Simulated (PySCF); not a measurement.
OSi, charge +1, multiplicity 2. Atoms are numbered in the order given.

```xyz
2

Si     0.0000     0.0000    -0.5537
O      0.0000     0.0000     0.9690
```
Charge +1, spin multiplicity 2.

Geometry: B3LYP-D3(BJ)/def2-TZVPD. The spin state was assumed, not searched.

Method: PBE/def2-TZVPD in PySCF.

Mulliken values depend strongly on the basis, most of all with diffuse functions as here. Atomic charges (e):

| atom | Mulliken | meta-Löwdin | Mulliken spin |
|---|---|---|---|
| Si1 | 0.93 | ___ | 0.47 |
| O2 | 0.07 | ___ | 0.53 |

### Question
Complete the blanks. (The exact figures need the calculation; the answer reports its results.)

### Answer

- Si1, meta-Löwdin: 1.35
- O2, meta-Löwdin: -0.35
